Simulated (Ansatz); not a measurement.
Geometry optimisation, Ansatz 0.2.0, RKS B3LYP-D4/def2-TZVP.

input.yaml

```yaml
crystal:
  periodic: [false, false, false]
  atoms:
    - { symbol: B, position_ang: [0.225573, -0.082984, 0.086809] }
    - { symbol: H, position_ang: [0.264503, -0.165911, 1.257213] }
    - { symbol: H, position_ang: [1.28981, 0.207962, -0.306573] }
    - { symbol: O, position_ang: [-0.838342, -0.285631, -0.704279] }
    - { symbol: H, position_ang: [-1.650443, -0.520137, -0.23957] }
basis:
  gaussian: { orbitals: def2-TZVP }
hamiltonian:
  xc: b3lyp
  dispersion: d4
relax:
  f_tol: 0.03
  max_steps: 50
output:
  orbitals: {}
```

Launched with:

```bash
$ ansatz run input.yaml --threads 1 --pin off --max-ram 2048MiB --backend cpu --events-out ev --progress --plain --runs-dir out
```

Where does it end, and by what steps?

The forces met the threshold. After 6 steps the energy has fallen by 0.130 eV; H2 moved furthest, 0.12 Å.

| step | energy less start (eV) | largest force component (eV/Å) | accepted |
| --- | --- | --- | --- |
| 0 | 0.0000 | 1.011 | yes |
| 1 | -0.1156 | 0.464 | yes |
| 2 | -0.0894 | 1.124 | no |
| 3 | -0.1248 | 0.165 | yes |
| 4 | -0.1290 | 0.134 | yes |
| 5 | -0.1296 | 0.030 | yes |
| 6 | -0.1297 | 0.003 | yes |

```xyz
5
Properties=species:S:1:pos:R:3
B 0.261 -0.078 0.116
H 0.160 -0.195 1.303
H 1.288 0.216 -0.414
O -0.805 -0.278 -0.690
H -1.613 -0.512 -0.222
```

Whether the end is a true minimum wasn't checked by a vibrational analysis.

The run took 4.9 s on 1 thread of Intel(R) Xeon(R) 6975P-C (Granite Rapids), on a shared host, peak memory 0.13 GiB.
